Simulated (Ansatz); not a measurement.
# CCSD(T) against full CI for several species

Each species is computed at the geometry given (Å), with frozen cores, in Ansatz 0.2.0: RHF-CCSD(T) for singlets, UHF-CCSD(T) otherwise, and full CI in the same basis. The program picks the determinant by a search with trial CCSD, so it needn't be the lowest Hartree–Fock solution. States: MgH2 triplet B2, HBBe singlet A', HAlB quartet Σ⁻ or Δ, AlLi triplet Π. Cases whose determinant has another symmetry than full CI's state, or lies over 0.5 eV above the lowest of its kind, whose (Q) step broke down or whose higher cluster runs on it stay over 0.1 eV above full CI weren't drawn.

Q: Judging by size, spin and bonding and the diagnostics given, rank them by the size of CCSD(T)'s error in total energy against full CI in the same basis, smallest first (an estimate).
A. AlLi, triplet, aug-cc-pVTZ: Al 0.000 0.000 0.000; Li 0.000 0.000 2.635. T1 0.021, (T) -80 meV in a correlation energy of -1.85 eV
B. MgH2, triplet, aug-cc-pVTZ: Mg 0.000 0.000 -0.125; H 0.000 1.148 1.509; H 0.000 -1.148 1.509. T1 0.034, (T) -32 meV in a correlation energy of -1.49 eV
C. HAlB, quartet, 6-31G: B 0.000 0.000 -1.595; Al 0.000 0.000 0.105; H 0.000 0.000 1.490. T1 0.020, (T) -45 meV in a correlation energy of -1.97 eV
D. HBBe, singlet, cc-pVDZ: B 0.000 -0.168 0.784; Be 0.000 0.113 -1.111; H 0.000 0.788 1.527. T1 0.040, (T) -237 meV in a correlation energy of -4.41 eV

A: B (13.8 meV), C (22.5 meV), A (29.0 meV), D (50.5 meV).

```
      species        basis  correlated electrons  CCSD(T) − full CI (meV)  CCSDT(Q) − full CI (meV)  unpaired electrons (full CI)     T1  ⟨S²⟩ of the determinant
MgH2, triplet  aug-cc-pVTZ                     4                     13.8                      -0.8                          2.04  0.034                     2.07
HAlB, quartet        6-31G                     7                     22.5                       0.7                          3.02  0.020                     3.75
AlLi, triplet  aug-cc-pVTZ                     4                     29.0                       0.0                          2.06  0.021                     2.02
HBBe, singlet      cc-pVDZ                     6                     50.5                       1.8                          0.89  0.040                     0.00
```

Unpaired electrons are Σ n²(2−n)² over natural occupations; an open shell counts its own unpaired electrons too. Frozen cores follow each run's orbitals, which moves totals by a few meV. No single determinant describes HBBe, singlet well, by full CI's occupations. RHF is unstable for HBBe, singlet in cc-pVDZ: UHF reaches ⟨S²⟩ = 0.96.
